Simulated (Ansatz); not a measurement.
in.yaml

```yaml
crystal:
  periodic: [false, false, false]
  atoms:
    - {symbol: Si, position_ang: [-0.087319, 0.004824, 0.602887]}
    - {symbol: N, position_ang: [0.115276, -0.011318, -1.121367]}
    - {symbol: H, position_ang: [0.629615, -1.178832, 1.074804]}
    - {symbol: H, position_ang: [0.526838, 1.212002, 1.104607]}
    - {symbol: H, position_ang: [-0.194504, -0.828716, -1.716328]}
    - {symbol: H, position_ang: [-0.130794, 0.818411, -1.679143]}
basis:
  gaussian: {orbitals: cc-pVDZ}
magnetization: {spin_polarized: true, initial_magnetization: 1}
correlation: {method: ccsdt_q, electrons: outside_noble_gas}
```

```sh
$ ansatz run in.yaml --threads 1 --pin off --events-out ev --progress --plain --max-ram 2393MiB
```

Output:

```
1014 factors; integrals over basis functions are off by at most 1.8e-7 eV
mean field evaluation 1: about -9404.5360 eV, gradient 1.9e1 eV
mean field evaluation 2: about -9404.5386 eV, gradient 1.9e1 eV
mean field evaluation 4: about -9406.4206 eV, gradient 2.0e0 eV
mean field evaluation 8: about -9406.4735 eV, gradient 3.1e-3 eV
mean field evaluation 16: about -9406.4689 eV, gradient 2.1e-1 eV
mean field evaluation 32: about -9401.4414 eV, gradient 8.1e-2 eV
mean field -9406.47349244 eV, -345.6815249106 hartree, gradient 4.3e-6 eV, S^2 0.755650; 0 other end points of the search recorded, 0 dependent functions left out
6 core orbitals not correlated: weight in the atoms' cores, before any rotation towards them, 1.000 or more for the frozen orbitals, at most 0.000 for the correlated occupied ones
reference -9406.47349244 eV, -345.6815249106 hartree; 7, 6 occupied and 39, 40 virtual orbitals, 1014 factors
second order -7.17471550 eV of doubles, -0.00000000 eV of singles
cycle   1  -7.70867187 eV  change   -5.3e-1 eV  update   7.7e-2
cycle   2  -8.08969250 eV  change   -3.8e-1 eV  update   3.2e-2
cycle   3  -8.24156129 eV  change   -1.5e-1 eV  update   2.0e-2
cycle   4  -8.23059080 eV  change    1.1e-2 eV  update   7.8e-3
cycle   5  -8.22958534 eV  change    1.0e-3 eV  update   5.2e-3
cycle   6  -8.23214273 eV  change   -2.6e-3 eV  update   2.0e-3
cycle   7  -8.23214686 eV  change   -4.1e-6 eV  update   9.7e-4
cycle   8  -8.23207429 eV  change    7.3e-5 eV  update   3.4e-4
cycle   9  -8.23222324 eV  change   -1.5e-4 eV  update   1.4e-4
cycle  10  -8.23220392 eV  change    1.9e-5 eV  update   7.1e-5
cycle  11  -8.23219243 eV  change    1.1e-5 eV  update   4.0e-5
cycle  12  -8.23219711 eV  change   -4.7e-6 eV  update   1.9e-5
cycle  13  -8.23221809 eV  change   -2.1e-5 eV  update   9.5e-6
cycle  14  -8.23222555 eV  change   -7.5e-6 eV  update   4.0e-6
cycle  15  -8.23222657 eV  change   -1.0e-6 eV  update   2.0e-6
cycle  16  -8.23222602 eV  change    5.5e-7 eV  update   9.9e-7
perturbative correction -0.01615001 eV, -0.0005935019 hartree
Total energy: -9414.72186848 eV, -345.9846471388 hartree
```

Ran on 1 thread of Arm Neoverse V1, shared host: 2.2 min wall, 0.87 GiB peak host memory.
